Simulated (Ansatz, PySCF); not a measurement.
Molecule: silicon monoxide, SiO (charge 0, singlet). SMILES: [O+]#[Si-]
Coordinates optimised at B3LYP-D3(BJ)/def2-TZVP (Ansatz, a first-principles code):
```xyz
2

Si     0.0000     0.0000    -0.5502
O      0.0000     0.0000     0.9629
```
Charge 0, spin multiplicity 1.

Property: atomisation energy (electronic, to ground-state atoms), in eV. Correlated levels leave the core frozen unless marked. Open shells are spin-unrestricted. No spin-orbit coupling. Non-relativistic. The coupled-cluster limit lacks core correlation, which all-electron functionals hold. CBS marks a two-point X^-3 extrapolation of the correlation energy; Hartree-Fock from the larger set (for Q and 5 zeta extrapolated as (X+1)exp(-9√X)).

```csv
level,program,atomisation energy (eV)
TPSS-D3(BJ)/def2-TZVPD,PySCF + dftd3,8.12
BHLYP/def2-TZVPD,Ansatz,(withheld)
TPSSh-D4/def2-TZVPD,PySCF + dftd4,7.91
HSE06/def2-TZVPD,Ansatz,7.92
CAM-B3LYP-D4/def2-TZVPD,Ansatz + dftd4,8.18
B2PLYP/def2-TZVPD,Ansatz,8.25
SCS-MP2/aug-cc-pV(D+d)Z,Ansatz,7.83
CCSD/6-31G*,Ansatz,(withheld)
"CCSD(T)/CBS(cc-pV(Q+d)Z,cc-pV(5+d)Z)",Ansatz,(withheld)
```

Question: Fill in the missing entries.

Answer: 
- BHLYP/def2-TZVPD, atomisation energy (eV): 7.42
- CCSD/6-31G*, atomisation energy (eV): 7.22
- CCSD(T)/CBS(cc-pV(Q+d)Z,cc-pV(5+d)Z), atomisation energy (eV): 8.32
